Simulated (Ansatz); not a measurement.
## C₆H₈, SMILES C#CC(=C)CC: a ranking of conformers, step by step

Computed with the Ansatz DFT code, driven from Python.

Typed at the interpreter:
```pycon
>>> import ansatz as az
>>> from rdkit import Chem
>>> from rdkit.Chem import AllChem
>>> rd = Chem.AddHs(Chem.MolFromSmiles("C#CC(=C)CC"))
>>> ids = list(AllChem.EmbedMultipleConfs(rd, numConfs=20, randomSeed=263, pruneRmsThresh=0.4))
>>> field = [energy for _, energy in AllChem.MMFFOptimizeMoleculeConfs(rd)]
>>> distinct = {round(e, 2): i for i, e in zip(ids, field)}
>>> chosen = sorted(distinct.items())[:5]
>>> found = []
>>> for force_field, index in chosen:
...     geometry = az.Crystal.molecule()
...     for atom, xyz in zip(rd.GetAtoms(), rd.GetConformer(index).GetPositions()):
...         geometry = geometry.atom(atom.GetSymbol(), xyz.round(5).tolist())
...     base = geometry.calculation().basis(gaussian="cc-pVDZ").functional("hf")
...     found.append(base.run(threads=1).report["free_energy_ev"])
...
>>> print("conformer   MMFF (kcal/mol)   this level (kJ/mol)")
conformer   MMFF (kcal/mol)   this level (kJ/mol)
>>> for (force_field, index), e in zip(chosen, found):
...     print(f"{index:9d} {force_field - chosen[0][0]:17.2f} {96.485332 * (e - min(found)):17.3f}")
...
        1              0.00             0.000
        2              0.95             1.560
```

The conformers keep their force-field geometries. Finished in 5.6 s on 1 thread of Arm Neoverse N1, with other jobs on the host, peak memory 0.36 GiB.
